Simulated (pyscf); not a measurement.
`[O]=[SiH][OH]` + `[H]` [doublet] -> `[O]=[SiH][OH]` + `[H]` [doublet] (exchange of partners; doublet surface; H–O broken, H–O formed). Optimised with ωB97X-D3(BJ)/def2-SVP in PySCF. MP2 and CC: frozen core, UHF for open shells. ΔMP2 is the change of the MP2 total energy from the triple- to the quadruple-zeta basis. Energies in kcal/mol from the separated reactants.

```
level                             barrier  reaction energy
--------------------------------  -------  ---------------
PBE/def2-TZVP                        13.4              0.0
B3LYP-D3(BJ)/def2-TZVP               17.8              0.0
PBE0-D3(BJ)/def2-TZVP                19.1              0.0
ωB97M-D3(BJ)/def2-TZVP               23.4              0.0
HF/def2-TZVP                            …              0.0
CCSD/def2-TZVPP                      28.5              0.0
CCSD(T)/def2-TZVPP + ΔMP2(QZVPP)        …              0.0
```

### Question
Some entries are withheld; supply them.

### Answer

- HF/def2-TZVP, barrier: 49.3
- CCSD(T)/def2-TZVPP + ΔMP2(QZVPP), barrier: 25.1

Of the functionals in the table, ωB97M-D3(BJ) is closest to CCSD(T)/def2-TZVPP + ΔMP2(QZVPP) in the barrier (1.7 kcal/mol apart) and PBE least close (11.7 kcal/mol); that level has limits of its own. The same reactants have a lower exit, to [O=Si–OH]• + H₂ (barrier +5.1 kcal/mol at ωB97M-D3(BJ), against +23.4 kcal/mol here). O=SiH–OH lies 9.8 kcal/mol over its isomer HO–Si:–OH [singlet] (electronic energy, ωB97M-D3(BJ)). One saddle was located; it need not be the lowest between these sides. The CCSD(T) − MP2 part came from Ansatz, without density fitting, on the same reference.
